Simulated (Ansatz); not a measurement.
Born–Oppenheimer molecular dynamics of CHOSi (4 atoms, charge -1, multiplicity 1). It starts from a relaxed structure.

Method: RKS PBE-D4/def2-SVP (Ansatz 0.2.0).

```json
{
  "ensemble": "NVE (velocity Verlet)",
  "time step": "0.25 fs",
  "steps asked": "250",
  "starting velocities drawn for": "500 K",
  "masses": "H 2.014 u",
  "seed": "745787"
}
```

First frame:

```xyz
4
Properties=species:S:1:pos:R:3
C 0.595 -0.227 -0.065
Si -0.320 1.295 0.233
O -0.759 -0.006 -0.857
H 0.484 -1.062 0.689
```

Task: How far do the bonds stretch over the last three quarters of this one trajectory? (Pairs bonded in most of those frames.)

Result: 
```tsv
bond	mean (Å)	spread (Å)	shortest	longest
C1–Si2	1.813	0.056	1.73	1.89
C1–O3	1.612	0.060	1.48	1.69
C1–H4	1.133	0.010	1.12	1.15
Si2–O3	1.752	0.038	1.71	1.81
```

Mean temperature of the second half: 256 K. The conserved energy stayed within 0.0057 meV per atom of its start (net change 0.0052 meV per atom), so the integration is sound. The temperature averaged 0.51 of the 500 K drawn at the start: a run that starts near a minimum puts about half its kinetic energy into the potential. A run of 0.062 ps of so small a system gives no equilibrium averages. Limits of this set-up: an anion without diffuse functions, the dipole of an ion depends on the origin.

The run took 99 s on 1 thread of Intel(R) Xeon(R) 6975P-C (Granite Rapids) (shared host), peak memory 0.11 GiB.
